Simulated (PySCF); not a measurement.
# N: ionisation energy

N [He] 2s2 2p3 (4S) → N⁺ [He] 2s2 2p2 (3P), as a difference of total energies. Calculation: PySCF 2.14, in dyall-acv3z (15s9p4d2f, 76 functions); the non-relativistic Hamiltonian (point nucleus). Correlated levels: valence: 1s2 frozen; valence and next inner shell: nothing frozen; virtual orbitals above 40 to 60 times the deepest correlated orbital energy dropped. The calculations carry no spin-orbit coupling.

```
                                method  ionisation energy (eV)  plus first-order spin-orbit estimate  error of that sum (eV)
                                   UHF                  13.896                                13.885                  -0.649
                                   LDA                  15.010                                14.998                  +0.464
                                   PBE                  14.733                                14.721                  +0.187
                                  PBE0                  14.704                                14.692                  +0.158
                                r2SCAN                  14.815                                14.804                  +0.270
                                  TPSS                  14.673                                14.661                  +0.127
                                  BP86                  14.757                                14.745                  +0.211
                                 B97-3                  14.589                                14.577                  +0.043
                                revPBE                  14.661                                14.649                  +0.115
                         MP2 (valence)                  14.586                                14.575                  +0.041
                     SCS-MP2 (valence)                  14.327                                14.315                  -0.219
    MP2 (valence and next inner shell)                  14.602                                14.590                  +0.056
SCS-MP2 (valence and next inner shell)                  14.335                                14.323                  -0.211
```

Reference: 14.534 eV (measured; NIST Atomic Spectra Database, ionization energies).

A first-order spin-orbit estimate (lowest level to lowest level, LS coupling) adds -0.012 eV.

Errors of the correlated levels include the incompleteness of this basis and the frozen core.
